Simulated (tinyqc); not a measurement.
Worked calculation: Born-Oppenheimer dynamics on the RHF/sto-3g surface (energies and gradients from PySCF), for LiH, spin multiplicity 1. Computed by tinyqc, a small Python program that keeps every step (integrals from PySCF). Settings: charge = 0, multiplicity = 1, basis = sto-3g, time step (fs) = 2.0, steps = 16. Command: `OMP_NUM_THREADS=1 python tinyqc.py 31531 31532 out.jsonl` (the two numbers bound the seeds that draw the settings). One thread of a shared host (Intel(R) Xeon(R) Processor @ 2.60GHz), about 0.9 s of CPU time with the checks.

positions (bohr):
```
            x         y         z
1Li  0.000000  0.000000  0.000000
2H   0.000000  0.000000  3.187968
```

The total energy should stay constant up to terms of order dt^2; the step counts as short enough if it moves by less than 2 % of the largest kinetic energy.

Trajectory:

| time (fs) | 1Li-2H (angstrom) | potential (hartree) | kinetic (hartree) | total (hartree) |
|---|---|---|---|---|
| 0.000000 | 1.687000 | -7.85790992 | 0.00349956 | -7.85441035 |
| 2.000000 | 1.692435 | -7.85759514 | 0.00320673 | -7.85438841 |
| 4.000000 | 1.632204 | -7.86065303 | 0.00602311 | -7.85462992 |
| 6.000000 | 1.525972 | -7.86333512 | 0.00838673 | -7.85494839 |
| 8.000000 | 1.417995 | -7.86142327 | 0.00669905 | -7.85472422 |
| 10.000000 | 1.369484 | -7.85860959 | 0.00441635 | -7.85419324 |
| 12.000000 | 1.414795 | -7.86127908 | 0.00657856 | -7.85470052 |
| 14.000000 | 1.521693 | -7.86335781 | 0.00840346 | -7.85495436 |
| 16.000000 | 1.628927 | -7.86079066 | 0.00614802 | -7.85464265 |
| 18.000000 | 1.691332 | -7.85765960 | 0.00326672 | -7.85439287 |
| 20.000000 | 1.688402 | -7.85782943 | 0.00342473 | -7.85440470 |
| 22.000000 | 1.621017 | -7.86110975 | 0.00643680 | -7.85467295 |
| 24.000000 | 1.511679 | -7.86338197 | 0.00841700 | -7.85496497 |
| 26.000000 | 1.407650 | -7.86093681 | 0.00629430 | -7.85464251 |
| 28.000000 | 1.370014 | -7.85864789 | 0.00444658 | -7.85420131 |
| 30.000000 | 1.425797 | -7.86175163 | 0.00697519 | -7.85477643 |
| 32.000000 | 1.535959 | -7.86325403 | 0.00832258 | -7.85493145 |

Is the time step short enough?

No. The total energy moves within 7.7e-04 hartree; that is over 2 % of the largest kinetic energy, so the time step is too long.
